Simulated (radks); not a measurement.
# N³⁺ in [He] 2s1 2p1: an all-electron calculation

An exercise on one series of results from a longer session: the logs are not shown, and one member is left open.

Program: radks (a radial shooting solver on a logarithmic mesh, Libxc functionals) version 1. Level of theory: non-relativistic Kohn-Sham, PBE, spin-polarised, spherical densities, point nucleus; open shells are filled with parallel spins first. These are calculated values, not measurements, unless marked.

**The atom as given**

```
element       : nitrogen (Z = 7)
charge        : +3
electrons     : 4
configuration : [He] 2s1 2p1
```

The outer shells:

N³⁺
```
[He] core
2s [↑ ]
2p [↑ ][  ][  ]
```

Set-up of the first run:

Input:

```text
Z 7
configuration [He] 2s1 2p1 3s0 3p0
relativity non-relativistic
functional pbe,pbe
spin polarised
nucleus point
```

Command:

```
python run_ks.py task.json out
```

This one command runs every case of the session in turn.

Among the steps run: Self-consistent calculation.

One table of the session follows, with a row left open; its other results are not shown here.

It belongs to the step «Radial structure». Radial moments (bohr):

| level | <r> | outermost maximum (interpolated) | 90 % within |
| --- | --- | --- | --- |
| 1s up | ? | ? | ? |
| 1s down | 0.2288 | 0.148 | 0.410 |
| 2s up | 1.099 | 0.920 | 1.69 |
| 2p up | 1.031 | 0.809 | 1.67 |

Estimate the missing values for 1s up.

As computed: <r>: 0.2293; outermost maximum (interpolated): 0.148; 90 % within: 0.411. In the column «<r>» it lies between 1s down (0.2288) and 2p up (1.031).
